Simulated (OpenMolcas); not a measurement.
# [NO2]+ (SMILES O=[N+]=O), step by step

Aim: the energy (UHF/STO-3G), then a single-point energy (CASSCF(2,2)/STO-3G), then the energy (CASPT2(2,2)/STO-3G), then a single-point energy (SC-NEVPT2(2,2)/STO-3G), then the energy (MRCI(2,2)/STO-3G) of [NO2]+. 

Program for the calculation: OpenMolcas 26.06.

4 further runs of the same task are left out: 4 that didn't finish.

### Step 1. The molecule

[NO2]+ has 3 atoms, charge +1, and is taken as a singlet. SMILES: `O=[N+]=O`. The O1–N2 distance was set to 2.727 Å, away from the relaxed value. At this shape a bond of the SMILES string is far longer than usual.

Bond lengths: N2–O3 1.091 Å.

### Step 2. The energy at UHF/STO-3G (run 1)

Contents of step1.inp:

```
* NO2 Hartree-Fock
>>> EXPORT MOLCAS_PRINT=2
&GATEWAY
BasLib=$CurrDir
Coord
3
angstrom
O       -1.408001       2.278016      -0.515006
N       -0.000010      -0.000010       0.000000
O        0.563210      -0.911180       0.206000
Basis=STO-3G
Group=NoSym
&SEWARD
&SCF
UHF
Charge=1
Scramble=0.25
PrOrbitals=1 1
```

The basis set STO-3G is read from a file made from the Basis Set Exchange's data (not shown).

Launch:

```sh
$ export MOLCAS_MEM=1860
$ pymolcas step1.inp > step1.log
```

Log:

```text
--- Start Module: gateway ---
[...]
--- Stop Module: gateway /rc=_RC_ALL_IS_WELL_ ---
--- Start Module: seward ---
[...]
      Basis functions           15
--- Stop Module: seward /rc=_RC_ALL_IS_WELL_ ---
[...]
--- Start Module: scf ---
[...]
       Convergence after  50 Iterations
[...]
::    Total SCF energy                               -200.9557471340
[...]
      Total spin, S                                     0.6235672853
[...]
      Total electronic charge=   22.000000
      Total            charge=    1.000000
[...]
      Dipole Moment (debye):
      Origin of the operator (angstrom)=   -0.2938    0.4753   -0.1075
                   X=  2.6141E+00               Y= -4.2294E+00               Z=  9.5597E-01           Total=  5.0632E+00
      Center of Charge (angstrom)
[...]
--- Stop Module: scf /rc=_RC_ALL_IS_WELL_ ---
[...]
```

It took 4.8 s on 1 thread of Arm Neoverse N1, shared host; peak memory 0.37 GiB.

### Step 3. The energy at CASSCF(2,2)/STO-3G (run 2)

Contents of step2.inp:

```
>>> EXPORT MOLCAS_PRINT=2

&GATEWAY
 BASLIB
 $CurrDir
 COORD
 3
 angstrom
 O       -1.408001       2.278016      -0.515006
 N       -0.000010      -0.000010       0.000000
 O        0.563210      -0.911180       0.206000
 BASIS
 STO-3G
 GROUP
 NoSym

&SEWARD

&RASSCF
 FILEORB
 $CurrDir/step1.UnaOrb
 SPIN
 1
 NACTEL
 2 0 0
 INACTIVE
 10
 RAS2
 2
 ORBLISTING
 Nothing
 ORBAPPEAR
 Compact
```

The basis set STO-3G is read from a file made from the Basis Set Exchange's data (not shown).

Launch:

```sh
$ export MOLCAS_MEM=1860
$ pymolcas step2.inp > step2.log
```

Log:

```text
--- Start Module: gateway ---
[...]
--- Stop Module: gateway /rc=_RC_ALL_IS_WELL_ ---
--- Start Module: seward ---
[...]
      Basis functions           15
--- Stop Module: seward /rc=_RC_ALL_IS_WELL_ ---
[...]
--- Start Module: rasscf ---
[...]
      Number of active orbitals                  2
[...]
      Spin quantum number                      0.0
[...]
      Active orbitals                            2
[...]
      Number of CSFs                             3
[...]
      Number of root(s) required                 1
[...]
      Convergence after  8 iterations
[...]
      printout of CI-coefficients larger than  0.05 for root  1
      energy=    -200.908322
      conf/sym  11     Coeff  Weight
             2  ud   1.00000 1.00000
      Natural orbitals and occupation numbers for root  1
      sym 1:   1.000000   1.000000
      ************************************************************************************************************************
      *                                                    Final results                                                     *
[...]
::    RASSCF root number  1 Total energy:   -200.90832200
[...]
      Total electronic charge=   22.000000
      Total            charge=    1.000000
[...]
      Dipole Moment (debye):
      Origin of the operator (angstrom)=   -0.2938    0.4753   -0.1075
                   X=  2.6080E+00               Y= -4.2197E+00               Z=  9.5380E-01           Total=  5.0515E+00
      Center of Charge (angstrom)
[...]
--- Stop Module: rasscf /rc=_RC_ALL_IS_WELL_ ---
[...]
```

Wall time 2.6 s (1 thread of Arm Neoverse N1, shared host); peak memory 0.37 GiB.

### Step 4. The energy at CASPT2(2,2)/STO-3G (run 3)

Contents of step3.inp:

```
>>> EXPORT MOLCAS_PRINT=2

&GATEWAY
 BasLib
 $CurrDir
 Coord
 3
 angstrom
 O       -1.408001       2.278016      -0.515006
 N       -0.000010      -0.000010       0.000000
 O        0.563210      -0.911180       0.206000
 Basis
 STO-3G
 Group
 NoSym

&SEWARD

&RASSCF
 FileOrb
 $CurrDir/step2.RasOrb
 Spin
 1
 Nactel
 2 0 0
 Inactive
 10
 Ras2
 2
 OrbListing
 Nothing
 OrbAppear
 Compact

&CASPT2
 Imaginary
 0.1
 Frozen
 3
```

The basis set STO-3G is read from a file made from the Basis Set Exchange's data (not shown).

Launch:

```sh
$ export MOLCAS_MEM=1860
$ pymolcas step3.inp > step3.log
```

Log:

```text
--- Start Module: gateway ---
[...]
--- Stop Module: gateway /rc=_RC_ALL_IS_WELL_ ---
[...]
      Basis functions           15
[...]
--- Start Module: rasscf ---
[...]
      Number of active orbitals                  2
[...]
      Spin quantum number                      0.0
[...]
      Active orbitals                            2
[...]
      Number of CSFs                             3
[...]
      Number of root(s) required                 1
[...]
      Convergence after  4 iterations
[...]
      printout of CI-coefficients larger than  0.05 for root  1
      energy=    -200.908322
      conf/sym  11     Coeff  Weight
             2  ud   1.00000 1.00000
      Natural orbitals and occupation numbers for root  1
      sym 1:   1.000000   1.000000
      ************************************************************************************************************************
      *                                                    Final results                                                     *
[...]
::    RASSCF root number  1 Total energy:   -200.90832201
[...]
      Total electronic charge=   22.000000
      Total            charge=    1.000000
[...]
      Dipole Moment (debye):
      Origin of the operator (angstrom)=   -0.2938    0.4753   -0.1075
                   X=  2.6080E+00               Y= -4.2197E+00               Z=  9.5380E-01           Total=  5.0514E+00
      Center of Charge (angstrom)
[...]
--- Stop Module: rasscf /rc=_RC_ALL_IS_WELL_ ---
--- Start Module: caspt2 ---
[...]
 ###    WARNING: User changed nr of frozen orbitals.                         ###
 ###############################################################################
[...]
      E2 (Variational):          -0.1790096112
      Total energy:            -201.0873316163
[...]
      Reference weight:           0.91980
[...]
::    CASPT2 Root  1     Total energy:   -201.08733162
[...]
--- Stop Module: caspt2 /rc=_RC_ALL_IS_WELL_ ---
[...]
```

Run time: 2.8 s. Hardware: 1 thread of Arm Neoverse N1, shared host; peak memory 0.37 GiB.

### Step 5. A single-point energy at SC-NEVPT2(2,2)/STO-3G (run 4)

Contents of step4.inp:

```
* NO2 NEVPT2
>>> EXPORT MOLCAS_PRINT=2

&GATEWAY
 BasLib
 $CurrDir
 Coord
 3
 angstrom
 O       -1.408001       2.278016      -0.515006
 N       -0.000010      -0.000010       0.000000
 O        0.563210      -0.911180       0.206000
 Basis
 STO-3G
 Group
 NoSym

&SEWARD

&RASSCF
 FileOrb
 $CurrDir/step2.RasOrb
 Spin
 1
 Nactel
 2 0 0
 Inactive
 10
 Ras2
 2
 OrbListing
 Nothing
 OrbAppear
 Compact

&CASPT2
 SC-NEVPT2
 Frozen
 3
```

The basis set STO-3G is read from a file made from the Basis Set Exchange's data (not shown).

Launch:

```sh
$ export MOLCAS_MEM=1860
$ pymolcas step4.inp > step4.log
```

Log:

```text
--- Start Module: gateway ---
[...]
--- Stop Module: gateway /rc=_RC_ALL_IS_WELL_ ---
[...]
      Basis functions           15
[...]
--- Start Module: rasscf ---
[...]
      Number of active orbitals                  2
[...]
      Spin quantum number                      0.0
[...]
      Active orbitals                            2
[...]
      Number of CSFs                             3
[...]
      Number of root(s) required                 1
[...]
      Convergence after  4 iterations
[...]
      printout of CI-coefficients larger than  0.05 for root  1
      energy=    -200.908322
      conf/sym  11     Coeff  Weight
             2  ud   1.00000 1.00000
      Natural orbitals and occupation numbers for root  1
      sym 1:   1.000000   1.000000
      ************************************************************************************************************************
      *                                                    Final results                                                     *
[...]
::    RASSCF root number  1 Total energy:   -200.90832201
[...]
      Total electronic charge=   22.000000
      Total            charge=    1.000000
[...]
      Dipole Moment (debye):
      Origin of the operator (angstrom)=   -0.2938    0.4753   -0.1075
                   X=  2.6080E+00               Y= -4.2197E+00               Z=  9.5380E-01           Total=  5.0514E+00
      Center of Charge (angstrom)
[...]
--- Stop Module: rasscf /rc=_RC_ALL_IS_WELL_ ---
--- Start Module: caspt2 ---
[...]
 ###    WARNING: User changed nr of frozen orbitals.                         ###
 ###############################################################################
[...]
      E2 (Variational):          -0.1789893678
[...]
      E2 (Variational):          -0.1789893685
      Total energy:            -201.0873113736
[...]
      Reference weight:           0.91941
[...]
::    SC-NEVPT2 Root  1     Total energy:   -201.08731137
[...]
--- Stop Module: caspt2 /rc=_RC_ALL_IS_WELL_ ---
[...]
```

It took 2.9 s on 1 thread of Arm Neoverse N1, shared host; peak memory 0.37 GiB.

### Step 6. The energy at MRCI(2,2)/STO-3G (run 5)

Contents of step5.inp:

```
&GATEWAY
BasLib=$CurrDir
Coord
3
angstrom
O       -1.408001       2.278016      -0.515006
N       -0.000010      -0.000010       0.000000
O        0.563210      -0.911180       0.206000
Basis=STO-3G
Group=NoSym
&SEWARD
&RASSCF
FileOrb=$CurrDir/step2.RasOrb
Spin=1
Nactel=2 0 0
Inactive=10
Ras2=2
OrbListing=Nothing
OrbAppear=Compact
&MOTRA
LumOrb
Frozen=3
&GUGA
Electrons=16
Spin=1
Inactive=7
Active=2
CIAll=1
&MRCI
SDCI
```

The basis set STO-3G is read from a file made from the Basis Set Exchange's data (not shown).

Launch:

```sh
$ export MOLCAS_MEM=1860
$ pymolcas step5.inp > step5.log
```

Log:

```text
--- Start Module: gateway ---
[...]
--- Stop Module: gateway /rc=_RC_ALL_IS_WELL_ ---
[...]
      Basis functions           15
[...]
      Number of active orbitals                  2
[...]
      Spin quantum number                      0.0
[...]
      Active orbitals                            2
[...]
      Number of CSFs                             3
[...]
      Number of root(s) required                 1
[...]
      Convergence after  4 iterations
[...]
      printout of CI-coefficients larger than  0.05 for root  1
      energy=    -200.908322
      conf/sym  11     Coeff  Weight
             2  ud   1.00000 1.00000
      Natural orbitals and occupation numbers for root  1
      sym 1:   1.000000   1.000000
      ************************************************************************************************************************
      *                                                    Final results                                                     *
[...]
::    RASSCF root number  1 Total energy:   -200.90832201
[...]
      Dipole Moment (debye):
      Origin of the operator (angstrom)=   -0.2938    0.4753   -0.1075
                   X=  2.6080E+00               Y= -4.2197E+00               Z=  9.5380E-01           Total=  5.0514E+00
      Center of Charge (angstrom)
[...]
      *** WARNING: Default frozen orbitals is overwritten by user input.
      *** Default values:   3
[...]
--- Start Module: guga ---
[...]
--- Stop Module: guga /rc=_RC_ALL_IS_WELL_ ---
--- Start Module: mrci ---
[...]
       (But an ACPF correction will be computed)
       USE THE DEFAULT ACPF G-VALUE GFAC=  0.12500000000000000
[...]
                      CI ENERGY:  -201.07131720
[...]
                ACPF CORRECTION:    -0.01157241
[...]
      Total electronic charge=   22.000000
      Total            charge=    1.000000
[...]
     ACPF CORRECTION:     -0.01157241
[...]
  CI State   1     Total energy:   -201.07131720     QDav:     -0.01336113     QACPF:     -0.01157241
[...]
--- Stop Module: mrci /rc=_RC_ALL_IS_WELL_ ---
[...]
```

Run time: 3.3 s. Hardware: 1 thread of Arm Neoverse N1, shared host; peak memory 0.37 GiB.

### Step 7. Outcome

```
                                  quantity          value
           run 1, UHF/STO-3G: total energy  -200.95575 Eh
            run 1, UHF/STO-3G: HOMO energy      -15.52 eV
            run 1, UHF/STO-3G: LUMO energy       -8.16 eV
          run 1, UHF/STO-3G: HOMO–LUMO gap        7.35 eV
                   run 1, UHF/STO-3G: ⟨S²⟩          1.012
   run 2, CASSCF(2,2)/STO-3G: total energy  -200.90832 Eh
   run 3, CASPT2(2,2)/STO-3G: total energy  -201.08733 Eh
run 4, SC-NEVPT2(2,2)/STO-3G: total energy  -201.08731 Eh
     run 5, MRCI(2,2)/STO-3G: total energy  -201.07132 Eh
```

⟨S²⟩ (run 1, UHF/STO-3G) is 1.01 where a pure singlet has 0.00: the reference is spin-contaminated.
